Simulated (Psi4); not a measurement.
# One shape, several levels: CHF2S (SMILES F[C](F)S)

Aim: a comparison of 3 runs (UB3LYP/6-31G*, UTPSSh/aug-cc-pCVDZ, UCAM-B3LYP/def2-TZVP) of CHF2S. 

Program for the calculation: Psi4 1.11.

**1. The structure to begin with**

CHF2S has 5 atoms, charge 0, and is taken as a doublet. As SMILES, `F[C](F)S`. The coordinates come from a GFN2-xTB relaxation. This is one conformer, not always the lowest.

Bond lengths: F1–C2 1.342 Å, C2–F3 1.332 Å, C2–S4 1.748 Å, S4–H5 1.336 Å. Angles: F1–C2–F3 109.5°, F1–C2–S4 117.1°, F3–C2–S4 115.6°, C2–S4–H5 93.0°.

**2. Energy and gradient at UB3LYP/6-31G(d) (spherical functions) (run 1)**

Input file chf2s.xyz:

```xyz
5
CHF2S
F      1.059930     0.084330     0.946710
C      0.237900    -0.492110     0.056920
F     -0.201370    -1.651490     0.543360
S     -0.976730     0.526160    -0.679570
H     -0.119740     1.533120    -0.867410
```

Input file job.py:

```python
import psi4

psi4.set_memory(1600000000)
psi4.set_num_threads(1)
psi4.core.set_output_file('psi4.out', False)

with open('chf2s.xyz') as f:
    atoms = ''.join(f.readlines()[2:])
mol = psi4.geometry('0 2\n' + atoms + 'symmetry c1\nno_reorient\nno_com')

psi4.set_options({
    'basis': '6-31G*',
    'reference': 'uks',
    'puream': True,
    'e_convergence': 1e-09,
    'd_convergence': 1e-08,
    'scf_type': 'pk',
    'dft_radial_points': 99,
    'dft_spherical_points': 590,
    'maxiter': 200,
})

e_tot, wfn = psi4.gradient("b3lyp", molecule=mol, return_wfn=True)
psi4.oeprop(wfn, "LOWDIN_CHARGES", "WIBERG_LOWDIN_INDICES", "QUADRUPOLE")
print('gradient / Eh bohr^-1')
print(e_tot.np.round(6))
print(f'energy = {wfn.energy():.10f} Eh')
```

Launch:

```console
python job.py
```

psi4.out:

```text
[...]
  Running in c1 symmetry.
[...]
  Nuclear repulsion =  160.364331056783385
[...]
  Multiplicity = 2
[...]
  Nalpha       = 21
  Nbeta        = 20
[...]
    Number of basis functions: 62
[...]
   @UKS iter   1:  -636.44149842250454   -1.46456e-01   5.44837e-03 ADIIS/DIIS
[...]
   @UKS iter  13:  -636.48952238301979   -3.63798e-12   6.42462e-09 DIIS
[...]
   @S^2 Observed:                7.527316483E-01
[...]
  @UKS Final Energy:  -636.48952238301979
   => Energetics <=
    Nuclear Repulsion Energy =            160.3643310567833851
    One-Electron Energy =               -1199.1921251318801751
    Two-Electron Energy =                 444.6476233557215210
    DFT Exchange-Correlation Energy =     -42.3093516636445059
    Empirical Dispersion Energy =           0.0000000000000000
    VV10 Nonlocal Energy =                  0.0000000000000000
    Total Energy =                       -636.4895223830197892
[...]
  -Total Gradient:
     Atom            X                  Y                   Z
    ------   -----------------  -----------------  -----------------
       1        0.000932419949    -0.003735120823    -0.001603876026
       2       -0.021970436282     0.011658669777    -0.004392752054
       3        0.006934665979     0.000748109853     0.001488940451
       4        0.017913670743    -0.003906774113     0.002186902657
       5       -0.003804330634    -0.004751020286     0.002337548330
[...]
 Multipole Moments:
 ------------------------------------------------------------------------------------
     Multipole            Electronic (a.u.)      Nuclear  (a.u.)        Total (a.u.)
 ------------------------------------------------------------------------------------
 L = 1.  Multiply by 2.5417464519 to convert [e a0] to [Debye]
 Dipole X            :         12.4914710          -12.4589266            0.0325444
 Dipole Y            :         13.9155208          -13.4272978            0.4882230
 Dipole Z            :         -4.0697722            3.8014109           -0.2683614
 Magnitude           :                                                    0.5580669
 L = 2.  Multiply by 1.3450342976 to convert [e a0^2] to [Debye ang]
 Quadrupole XX       :       -115.0327635           93.1831991          -21.8495644
 Quadrupole XY       :         19.1622966          -18.9665458            0.1957508
[...]
```

The script printed:

```text
gradient / Eh bohr^-1
[[ 0.000932 -0.003735 -0.001604]
 [-0.02197   0.011659 -0.004393]
 [ 0.006935  0.000748  0.001489]
 [ 0.017914 -0.003907  0.002187]
 [-0.003804 -0.004751  0.002338]]
energy = -636.4895223830 Eh
```

Wall time 18 s (1 thread of Intel Xeon at 2.60GHz (Ice Lake), shared host); peak memory 0.66 GiB.

**3. The energy at UTPSSh/aug-cc-pCVDZ (sfX2C, density fitting, Cartesian functions) (run 2)**

Input file input.in:

```
memory 1.6 GB

molecule m {
  0 2
  F
  C 1 1.341545
  F 2 1.33182 1 109.50562
  S 2 1.747746 3 115.58665 1 -134.81298
  H 4 1.335546 2 93.01503 3 174.57089
}

set {
  reference               uks
  scf_type                disk_df
  scf_initial_accelerator none
  puream                  false
  relativistic            x2c
}

E, wfn = energy('tpssh/aug-cc-pCVDZ', return_wfn=True)
```

Launch:

```console
psi4 -i input.in -o input.out -n 1
```

input.out:

```text
[...]
  Running in c1 symmetry.
[...]
  Nuclear repulsion =  160.364336381842890
[...]
  Multiplicity = 2
[...]
  Nalpha       = 21
  Nbeta        = 20
[...]
    Number of basis functions: 135
[...]
    WARNING: The X2C and Dirac Hamiltonians have substatially different eigenvalues!
             This is probably caused by the recontraction of the basis set.
[...]
   @DF-UKS iter   1:  -637.64567253696521   -1.59086e-01   4.11385e-03 DIIS
[...]
   @DF-UKS iter  10:  -637.72535460621646   -2.19769e-08   7.96714e-07 DIIS
[...]
   @S^2 Observed:                7.540181014E-01
[...]
    Orbital Energies [Eh]
    ---------------------
    Alpha Occupied:
       1A    -88.991379     2A    -24.685197     3A    -24.679251
       4A    -10.316445     5A     -7.949695     6A     -5.855284
       7A     -5.851532     8A     -5.845028     9A     -1.277832
      10A     -1.220924    11A     -0.802571    12A     -0.655505
      13A     -0.564760    14A     -0.526570    15A     -0.516494
      16A     -0.440936    17A     -0.428181    18A     -0.411006
      19A     -0.385819    20A     -0.302288    21A     -0.206384
    Alpha Virtual:
      22A     -0.029709    23A     -0.007442    24A      0.029715
      25A      0.038210    26A      0.047850    27A      0.051835
[...]
  @DF-UKS Final Energy:  -637.72535460621646
   => Energetics <=
    Nuclear Repulsion Energy =            160.3643363818428895
    One-Electron Energy =               -1200.3394333494018156
    Two-Electron Energy =                 449.7002065836465476
    DFT Exchange-Correlation Energy =     -47.4504642223040562
    Empirical Dispersion Energy =           0.0000000000000000
    VV10 Nonlocal Energy =                  0.0000000000000000
    Total Energy =                       -637.7253546062164560
[...]
 Multipole Moments:
 ------------------------------------------------------------------------------------
     Multipole            Electronic (a.u.)      Nuclear  (a.u.)        Total (a.u.)
 ------------------------------------------------------------------------------------
 L = 1.  Multiply by 2.5417464519 to convert [e a0] to [Debye]
 Dipole X            :         -1.0818496            1.2291508            0.1473012
 Dipole Y            :         -2.7417030            3.3151399            0.5734369
 Dipole Z            :         -0.8822406            0.9242528            0.0420122
 Magnitude           :                                                    0.5935424
[...]
```

It took 26 s on 1 thread of Intel Xeon at 2.60GHz (Ice Lake), shared host; peak memory 1.2 GiB.

**4. Energy and gradient at UCAM-B3LYP/def2-TZVP (run 3)**

Input file input.dat:

```
memory 1.6 GB

molecule system {
  0 2
  F      1.059930     0.084330     0.946710
  C      0.237900    -0.492110     0.056920
  F     -0.201370    -1.651490     0.543360
  S     -0.976730     0.526160    -0.679570
  H     -0.119740     1.533120    -0.867410
  units angstrom
  symmetry c1
  no_reorient
  no_com
}

set basis def2-TZVP
set reference uks
set puream true
set e_convergence 1e-09
set d_convergence 1e-08
set scf_type pk
set dft_radial_points 99
set dft_spherical_points 590
set maxiter 200

result, w = gradient('cam-b3lyp', return_wfn=True)
oeprop(w, 'LOWDIN_CHARGES', 'MULLIKEN_CHARGES', 'QUADRUPOLE')
print_variables()
```

Launch:

```console
psi4 -i input.dat -o output.dat -n 1
```

output.dat:

```text
[...]
  Running in c1 symmetry.
[...]
  Nuclear repulsion =  160.364331056783385
[...]
  Multiplicity = 2
[...]
  Nalpha       = 21
  Nbeta        = 20
[...]
    Number of basis functions: 136
[...]
   @UKS iter   1:  -636.51581287888223   -2.59746e-01   3.56322e-03 ADIIS/DIIS
[...]
   @UKS iter  14:  -636.57942970464444   -2.12594e-11   8.83699e-09 DIIS
[...]
   @S^2 Observed:                7.549751641E-01
[...]
  @UKS Final Energy:  -636.57942970464444
   => Energetics <=
    Nuclear Repulsion Energy =            160.3643310567833851
    One-Electron Energy =               -1199.0425832343973980
    Two-Electron Energy =                 441.5258338764019754
    DFT Exchange-Correlation Energy =     -39.4270114034323811
    Empirical Dispersion Energy =           0.0000000000000000
    VV10 Nonlocal Energy =                  0.0000000000000000
    Total Energy =                       -636.5794297046444399
[...]
  -Total Gradient:
     Atom            X                  Y                   Z
    ------   -----------------  -----------------  -----------------
       1        0.006171923699     0.002367587109     0.004043035706
       2       -0.013322000243     0.005505432229    -0.007283258277
       3        0.002037773920    -0.007536971289     0.003587398437
       4        0.006513118260     0.000418460119    -0.001304811454
       5       -0.001393922176    -0.000739522492     0.000974572605
[...]
 Multipole Moments:
 ------------------------------------------------------------------------------------
     Multipole            Electronic (a.u.)      Nuclear  (a.u.)        Total (a.u.)
 ------------------------------------------------------------------------------------
 L = 1.  Multiply by 2.5417464519 to convert [e a0] to [Debye]
 Dipole X            :         12.3766953          -12.4589266           -0.0822313
 Dipole Y            :         13.9695488          -13.4272978            0.5422510
 Dipole Z            :         -4.1551121            3.8014109           -0.3537012
 Magnitude           :                                                    0.6526122
 L = 2.  Multiply by 1.3450342976 to convert [e a0^2] to [Debye ang]
 Quadrupole XX       :       -115.2871239           93.1831991          -22.1039248
 Quadrupole XY       :         19.0419709          -18.9665458            0.0754251
[...]
```

It took 1.8 min on 1 thread of Intel Xeon at 2.60GHz (Ice Lake), shared host; peak memory 1.1 GiB.

**5. The series**

```csv
run,level,task,integrals,energy (Eh),dipole moment (D),HOMO energy (eV),LUMO energy (eV),wall time
1,UB3LYP/6-31G* (spherical functions),gradient,pk,-636.489522,1.42,-5.62,-1.66,18 s
2,"UTPSSh/aug-cc-pCVDZ (sfX2C, density fitting, Cartesian functions)",energy,disk_df,-637.725355,1.51,-5.62,-2.37,26 s
3,UCAM-B3LYP/def2-TZVP,gradient,pk,-636.579430,1.66,-7.71,-0.73,1.8 min
```

**6. Summary of results**

| quantity | value |
| --- | --- |
| run 3: total energy | -636.57943 Eh |
| run 3: dipole moment | 1.66 D |
| run 3: HOMO energy (highest over α and β) | -7.71 eV |
| run 3: LUMO energy (lowest over α and β) | -0.73 eV |
| run 3: ⟨S²⟩ | 0.755 |
| run 3: largest force on an atom | 0.830 eV/Å |

In words: The dipole moment (its size) runs from 1.42 D (UB3LYP/6-31G*) to 1.66 D (UCAM-B3LYP/def2-TZVP). The two ends differ in method and basis. Totals of different functionals can't be ranked against each other. Some runs of one species differ in core potentials or relativity; totals across that change don't compare. All runs together took 2.5 min, the longest 1.8 min.
